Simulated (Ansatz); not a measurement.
bcc Rb

All values below come from r²SCAN (Ansatz, a first-principles code, plane waves, PAW).

Run with plane-wave cutoff 500 eV, 18×18×18 k mesh, Fermi–Dirac smearing 0.1 eV, scalar-relativistic PAW data made under PBE.

Cell: relaxed at this level.

```yaml
equilibrium_volume_per_atom: 94.64 Å³/atom
equilibrium_lattice_constant_a: 5.742 Å
```

Measured, for comparison: equilibrium volume per atom 86.68 Å³/atom, lattice constant a 5.576 Å (low-temperature or extrapolated to 0 K; zero-point anharmonic expansion removed; as tabulated in Csonka et al. (2009), arXiv:0903.4037). Computed (rounded) less measured: equilibrium volume per atom +9.2 %, lattice constant a +3.0 %.

Static lattice: no zero-point or thermal effects.

Cost on a shared machine: very roughly 2.3 core-minutes.
